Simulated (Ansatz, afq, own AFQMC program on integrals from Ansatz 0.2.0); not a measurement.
HCl + Si, triplet: a scan with AFQMC

```yaml
atoms:
  - { symbol: Cl, position_ang: [0.0000, 0.0000, -1.4636] }
  - { symbol: H, position_ang: [0.0000, 0.0000, -0.1848] }
  - { symbol: Si, position_ang: [0.0000, 0.0000, 1.6484] }
```

A hydrogen atom is moved from one rigid fragment to the other; the Cl1–H2 distance tells how far. The two fragments are held close together, so this isn't a minimum-energy path and the start is a compressed complex. Energies in kJ/mol count from this geometry (1.279 Å) at the same level; the start stands on UHF, each point on the determinant named.

Basis cc-pVTZ. Only valence electrons are correlated. Ansatz 0.2.0 and our own AFQMC program on the same integrals; the CISD trial comes from CCSD amplitudes, and released means the phaseless constraint is let go. ± is one standard error of the sampling.

Cautions, each for one point or more: lower spins were not checked.

```csv
r(Cl1–H2) / Å,det.,T1,weight,⟨S²⟩,B2PLYP,HF,CCSD(T)
1.391,UHF,0.013,0.86,2.03,-0.3,10.3,4.4
1.447,UHF,0.014,0.86,2.03,5.0,19.5,12.0
1.503,UHF,0.015,0.85,2.03,12.5,29.3,21.6
1.560,UHF,0.017,0.85,2.04,22.0,39.6,32.9
1.672,UHF,0.023,0.85,2.03,49.1,62.8,62.6
```

(1) Estimate the curve of CCSDT(Q), counted from the same start.

Results:

(1) 
```tsv
r(Cl1–H2) / Å	det.	T1	weight	⟨S²⟩	CCSDT(Q)	ph-AFQMC/CISD	released AFQMC
1.391	UHF	0.013	0.86	2.03	4.1	5.1 ± 0.7	4.0 ± 0.9
1.447	UHF	0.014	0.86	2.03	11.5	11.6 ± 0.7	–
1.503	UHF	0.015	0.85	2.03	20.8	20.4 ± 0.7	–
1.560	UHF	0.017	0.85	2.04	32.0	33.5 ± 0.8	32.2 ± 0.9
1.672	UHF	0.023	0.85	2.03	61.3	62.2 ± 0.7	–
```

Weight is that of the determinant in the CISD state; at the start T1 is 0.011 and the weight 0.86, and ⟨S²⟩ is 2.02. A dash marks a missing value, a released energy that hasn't settled or a functional that sits on another state. Largest departures from CCSDT(Q), at the points where its series has closed: CCSD(T) 1.2 kJ/mol at 1.672 (on UHF), ph-AFQMC/CISD 1.5 kJ/mol at 1.560 (on UHF) (within the noise), released AFQMC 0.2 kJ/mol at 1.560 (on UHF) (within the noise), B2PLYP -12.3 kJ/mol at 1.672, HF 8.5 kJ/mol at 1.503 (on UHF). Functionals count only at points shown to share the start's state and spin. In total energy ph-AFQMC/CISD lies 16 ± 5 meV above CCSDT(Q) at the start, so its agreement along the curve rests in part on cancellation.

A walk keeps the symmetry of its determinant, which the program's search chose and which needn't be the lowest solution, so a lower state of the same spin and another symmetry isn't excluded. Released energies are given only where the last usable release times agree within the noise; a slower fall can still hide under it.
